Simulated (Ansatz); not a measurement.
Barrier H + FH via FH2, on the benchmark's geometries as Psi4's copy gives them; open shells unrestricted, no zero-point energy, no spin–orbit coupling.
Transition structure (charge 0, multiplicity 2, Z-matrix in Å and degrees):
```
F
H 1 1.1372
H 1 1.1372 2 180.00
```

The values were computed with Ansatz (Gaussian orbitals). 

The barrier height (kcal/mol) and the share of exact exchange:

```
functional          exact exchange (%)  value
------------------  ------------------  -----
PBE/def2-TZVPPD                      0  27.16
PBE0/def2-TZVPPD                    25  33.88
BLYP/def2-TZVPPD                     0  26.13
B3LYP/def2-TZVPPD                   20  31.13
BHLYP/def2-TZVPPD                   50  38.53
r2SCAN/def2-TZVPPD                   0  29.13
```

Q: Take the value as linear in the share of exact exchange along PBE and PBE0. Give the slope, say whether the sign turns, and set the other functionals against that line.

A: 
Slope: (33.88 − (27.16))/2.5 = 2.69 kcal/mol for each 10 %. The line keeps its sign from 0 to 100 %. At 50 % it gives 40.6 kcal/mol. The LYP pair gives (38.53 − (26.13))/5 = 2.48 for each 10 %. BHLYP, at 50 %, lies -2.1 from the PBE line. B3LYP, at 20 %, lies -1.4 from the PBE line. r2SCAN, with none, stands 2.0 from PBE.

Ansatz is an electronic-structure program.
